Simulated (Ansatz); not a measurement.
## C2H6B (SMILES [CH2]BC): the vertical energy of the quartet above the doublet from total energies

The species is C2H6B (9 atoms), meant as a doublet with charge 0. SMILES: `[CH2]BC`. The coordinates come from a PBE0-D4/def2-TZVP relaxation. This is one conformer, not always the lowest.

```xyz
9

C    -0.8401    0.7433   -1.0235
B     0.1918    0.5408    0.0891
C     0.5250   -0.8601    0.6918
H    -1.4066   -0.0784   -1.4578
H    -1.0745    1.7149   -1.4506
H     0.7691    1.5066    0.5130
H    -0.0365   -1.6953    0.2675
H     1.5961   -1.0692    0.5764
H     0.3642   -0.8492    1.7771
```

Both states at this one shape; open shells run unrestricted unless said. 1 Eh = 27.2114 eV.

```tsv
level	program	doublet C2H6B (Eh)	quartet C2H6B (Eh)
UBHLYP/6-311+G**	Ansatz	-104.579310	-104.323264
U-wB97X/6-311+G**	Ansatz	-104.609973	-104.355200
UB2PLYP/6-311+G**, 3 core orbitals frozen	Ansatz	-104.512642	-104.260749
UCCSD(T)/6-311+G**, 3 core orbitals frozen	Ansatz	-104.326071	-104.070558
```

Problem. Work out the vertical gap, second state less first, at each level.

Solution. 
1. UBHLYP/6-311+G**: -104.323264 − (-104.579310) = 0.256046 Eh = 6.97 eV.
2. U-wB97X/6-311+G**: -104.355200 − (-104.609973) = 0.254773 Eh = 6.93 eV.
3. UB2PLYP/6-311+G**: -104.260749 − (-104.512642) = 0.251893 Eh = 6.85 eV.
4. UCCSD(T)/6-311+G**: -104.070558 − (-104.326071) = 0.255513 Eh = 6.95 eV.

No measured value is set beside it here; the levels span 6.85 to 6.97 eV.
